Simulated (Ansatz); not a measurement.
Reaction (SMILES): C=[SiH2] (CH2-SiH2) + 2 [H][H] (H2) → C (CH4) + [SiH4] (SiH4)
B3LYP-D3(BJ)/def2-TZVP geometries, fixed; electronic energies without zero-point terms.
Largest species:
```
Si
C 1 1.7009
H 2 1.0823 1 122.25
H 2 1.0823 3 115.51 1 180.00
H 1 1.4730 2 122.63 3 0.00
H 1 1.4730 5 114.74 2 -180.00
```
Charge 0, spin multiplicity 1.

Basis-set convergence of the energy of full hydrogenation at HF with Ansatz (a program for electronic structure). Cartesian d functions, on some or all atoms, in 6-31+G*, 6-311+G**; all else is spherical. A restricted Hartree-Fock determinant is unstable towards unrestricted orbitals. No added dispersion term, no relativity. Functions are those of the species that has most. Reference: the value in aug-pcseg-3, -75.67 kcal/mol, itself unsure by roughly 0.04 kcal/mol (its mean distance from aug-cc-pV(Q+d)Z, cc-pV(5+d)Z, def2-QZVPPD). Deviations are taken from unrounded values.

```csv
basis,functions
6-31+G*,50
cc-pV(D+d)Z,57
def2-SVPD,76
6-311+G**,77
"6-311++G(2d,2p)",102
def2-TZVPD,116
cc-pV(T+d)Z,125
def2-TZVPPD,153
"6-311++G(3df,3pd)",158
cc-pV(Q+d)Z,239
def2-QZVPPD,271
cc-pV(5+d)Z,411
```

Task: Which is the smallest set listed that can be trusted to 1 kcal/mol here, that is, within that of the reference together with its larger relatives (same family, alike in diffuse functions; a set with none to test it counts only in the reference's own line)?

Result: The smallest set listed that lies within 1 kcal/mol of the reference with all its larger relatives (same family, alike in diffuse functions; a set with none counts only in the reference's own line) is 6-311+G** (77 functions, -0.83 kcal/mol off). Value minus reference: 6-31+G* -4.36, cc-pV(D+d)Z -3.27, def2-SVPD -3.89, 6-311+G** -0.83, 6-311++G(2d,2p) -0.58, def2-TZVPD -0.01, cc-pV(T+d)Z -0.44, def2-TZVPPD -0.09, 6-311++G(3df,3pd) 0.12, cc-pV(Q+d)Z -0.07, def2-QZVPPD 0.05, cc-pV(5+d)Z 0.03 kcal/mol.
